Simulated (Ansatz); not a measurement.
## Antifluorite Mg2Ge

All values below come from PBE (plane waves, PAW; Ansatz, a first-principles code).

Settings: plane-wave cutoff 520 eV, 10×10×10 k mesh, Fermi–Dirac smearing 0.01 eV, scalar-relativistic PAW data made under PBE.

Cell: relaxed at this level.

```yaml
equilibrium_volume_per_atom: 22.07 Å³/atom
bulk modulus B0: 49.6 GPa
lattice_constant_a: 6.422 Å
band_gap: 0.17 eV (indirect)
smallest_direct_gap_on_the_k_points_sampled: 0.95 eV
pressure derivative B′ of the bulk modulus: 4.2
```

Measured, for comparison: band gap 0.74 eV (temperature not stated, no zero-point or thermal correction, indirect, Γ–X; as tabulated in Ryu et al. (2019), arXiv:1905.06140); equilibrium volume per atom 21.69 Å³/atom, lattice constant a 6.385 Å (temperature not stated, no zero-point or thermal correction; as tabulated in Grosch, Range, J. Alloys Compd. 235, 250 (1996)). Computed (rounded) less measured: equilibrium volume per atom +1.8 %, lattice constant a +0.6 %.

Spin–orbit coupling is not included.
